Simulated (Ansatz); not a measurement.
in.yaml

```yaml
crystal:
  periodic: [false, false, false]
  atoms:
    - {symbol: Hf, position_ang: [0.000000, 0.000000, 1.564473]}
    - {symbol: O, position_ang: [0.000000, 0.000000, -0.305590]}
    - {symbol: H, position_ang: [0.000000, 0.000000, -1.258884]}
basis:
  gaussian: {orbitals: def2-SVP}
magnetization: {spin_polarized: true, initial_magnetization: 3}
correlation: {method: ccsd_t, electrons: outside_noble_gas}
output: {forces: true}
```

```sh
$ ansatz run in.yaml --threads 1 --pin off --events-out ev --progress --plain --max-ram 2393MiB
```

Roughly how long does this take on 1 thread of AMD EPYC, shared host, and how much host memory?

32 s wall and 0.2 GiB.

```
505 factors; integrals over basis functions are off by at most 1.0e-3 eV
mean field evaluation 1: about -3338.4929 eV, gradient 2.5e1 eV
mean field evaluation 2: about -3338.5471 eV, gradient 2.5e1 eV
mean field evaluation 4: about -3341.3592 eV, gradient 2.7e0 eV
mean field evaluation 8: about -3341.5083 eV, gradient 2.4e-1 eV
mean field evaluation 16: about -3341.5099 eV, gradient 1.8e-6 eV
mean field evaluation 32: about -3341.5771 eV, gradient 1.9e-6 eV
mean field evaluation 64: about -3341.5099 eV, gradient 6.3e-5 eV
mean field evaluation 96: about -3341.4062 eV, gradient 3.1e-1 eV
mean field evaluation 128: about -3340.2204 eV, gradient 2.5e-6 eV
mean field evaluation 160: about -3341.5713 eV, gradient 6.0e-1 eV
...
mean field evaluation 1536: about -3337.8161 eV, gradient 8.3e0 eV
mean field evaluation 1568: about -3341.3362 eV, gradient 5.9e-1 eV
mean field evaluation 1600: about -3341.3496 eV, gradient 4.0e-2 eV
mean field evaluation 1632: about -3341.3475 eV, gradient 9.6e-2 eV
mean field evaluation 1664: about -3339.0667 eV, gradient 7.1e0 eV
mean field evaluation 1696: about -3338.9143 eV, gradient 1.2e1 eV
mean field evaluation 1728: about -3339.4645 eV, gradient 5.6e-1 eV
mean field -3341.57711618 eV, -122.8006940175 hartree, gradient 1.9e-6 eV, S^2 3.756357; 30 other end points of the search recorded, 0 dependent functions left out
determinant -3341.57711618 eV, -122.8006940175 hartree, with singles and doubles -3348.11838039 eV, -123.0410810433 hartree
determinant -3341.50989604 eV, -122.7982237229 hartree, with singles and doubles -3348.13154554 eV, -123.0415648535 hartree
determinant -3341.40975911 eV, -122.7945437585 hartree, with singles and doubles -3347.88759016 eV, -123.0325996586 hartree
determinant -3341.36830295 eV, -122.7930202727 hartree, with singles and doubles -3347.87613450 eV, -123.0321786711 hartree
determinant -3341.34786948 eV, -122.7922693564 hartree, with singles and doubles -3347.77121214 eV, -123.0283228453 hartree
determinant -3340.22040035 eV, -122.7508356301 hartree, with singles and doubles -3346.84521213 eV, -122.9942929725 hartree
determinant -3339.64256506 eV, -122.7296005750 hartree, with singles and doubles -3346.19271069 eV, -122.9703139870 hartree
determinant -3338.87121850 eV, -122.7012541118 hartree, with singles and doubles -3345.25205663 eV, -122.9357455880 hartree
determinant -3338.85050640 eV, -122.7004929560 hartree, with singles and doubles -3345.43877612 eV, -122.9426074025 hartree
determinant -3338.84029097 eV, -122.7001175460 hartree, with singles and doubles -3345.44314105 eV, -122.9427678108 hartree
determinant -3338.35964615 eV, -122.6824541747 hartree, with singles and doubles -3344.99253677 eV, -122.9262084088 hartree
determinant -3341.57711618 eV, -122.8006940175 hartree, with singles and doubles -3348.13366924 eV, -123.0416428982 hartree
determinant -3341.50989604 eV, -122.7982237229 hartree, with singles and doubles -3348.14360584 eV, -123.0420080614 hartree
determinant -3341.40975911 eV, -122.7945437585 hartree, with singles and doubles -3347.90194717 eV, -123.0331272691 hartree
determinant -3341.36830295 eV, -122.7930202727 hartree, with singles and doubles -3347.89678211 eV, -123.0329374566 hartree
determinant -3341.34786948 eV, -122.7922693564 hartree, with singles and doubles -3347.77171775 eV, -123.0283414260 hartree
5 core orbitals not correlated: weight in the atoms' cores, before any rotation towards them, 0.930 or more for the frozen orbitals, at most 0.061 for the correlated occupied ones
reference -3341.50989604 eV, -122.7982237229 hartree; 7, 4 occupied and 39, 42 virtual orbitals, 505 factors
second order -6.37776112 eV of doubles, -0.00000000 eV of singles
cycle   1  -6.63371286 eV  change   -3.1e-6 eV  update   2.5e-6
cycle   2  -6.63371220 eV  change    6.6e-7 eV  update   1.6e-6
cycle   3  -6.63371303 eV  change   -8.3e-7 eV  update   1.1e-6
perturbative correction -0.18184225 eV, -0.0066825796 hartree
the calculation of the forces begins
Total energy: -3348.32545133 eV, -123.0486907598 hartree
Atom 0 at     0.000000     0.000000     1.564473 Å, force    -0.000000     0.000000     1.788687 eV/Å
Atom 1 at     0.000000     0.000000    -0.305590 Å, force     0.000000    -0.000000    -1.584074 eV/Å
Atom 2 at     0.000000     0.000000    -1.258884 Å, force     0.000000     0.000000    -0.204613 eV/Å
Dipole moment:    -0.000000    -0.000000     0.166282 e Å
```

Forces (eV/Å):
```
Hf   0.000  0.000  1.789
O    0.000  0.000 -1.584
H    0.000  0.000 -0.205
```
